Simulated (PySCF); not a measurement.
# Assigning NMR signals

Geometry:
```
atom   x (Å)   y (Å)   z (Å)
  C1   0.866  -0.184  -0.520
  C2  -0.456  -0.729  -0.562
  C3  -1.164  -0.060   0.392
  O4  -0.381   0.849   1.007
  C5   0.844   0.771   0.451
  H6   1.719  -0.467  -1.134
  H7  -0.829  -1.515  -1.215
  H8  -2.194  -0.117   0.734
  H9   1.595   1.451   0.846
```

[PySCF: geometry: PBE0-D3(BJ)/def2-SVP; shielding tensors at PBE0/pcSseg-1 (GIAO); B3LYP/pcJ-1 coupling constants; one computed conformer; non-relativistic; gas phase; fast rotation and ring inversion assumed for equivalent nuclei]

Chemical shifts δ = σref − σ; $^{13}$C and $^{1}$H vs TMS, all at this level.

Problem. Assign these signals to the numbered atoms. $^{13}$C{$^{1}$H} NMR (computed): δ 146.1 (CH), 115.4 (CH).

Solution. 
| δ (ppm) | atoms | environment | reason |
| --- | --- | --- | --- |
| 146.1 | C3/C5 | aromatic CH next to the ring oxygen | – |
| 115.4 | C1/C2 | aromatic CH | – |

Problem. Assign these signals to the numbered atoms. $^{1}$H NMR (400 MHz, computed): δ 7.42 (m, 2H), 6.55 (m, 2H).

Solution. 
| δ (ppm) | atoms | environment | reason |
| --- | --- | --- | --- |
| 7.42 | H8/H9 | hydrogen on an aromatic CH next to the ring oxygen | aromatic region |
| 6.55 | H6/H7 | hydrogen on an aromatic CH | the ring current deshields protons in the ring plane |

Multiplet labels drop couplings under 1 Hz and merge nearly equal ones. Couplings among chemically equivalent protons are left out too, so labels in AA′BB′ or AA′XX′ sets are apparent multiplicities. Unscaled 3J(H,H) at this level run about 9 % above measured values. Shifts are as computed. Against solution values, carbons near 30 ppm lie about +2 ppm off and those near 130 ppm about +4 ppm. Of 246 compounds with measured shifts, 49 miss one by over three times the rms of a fit or turn the order of signals round; such compounds aren't used in these exercises.
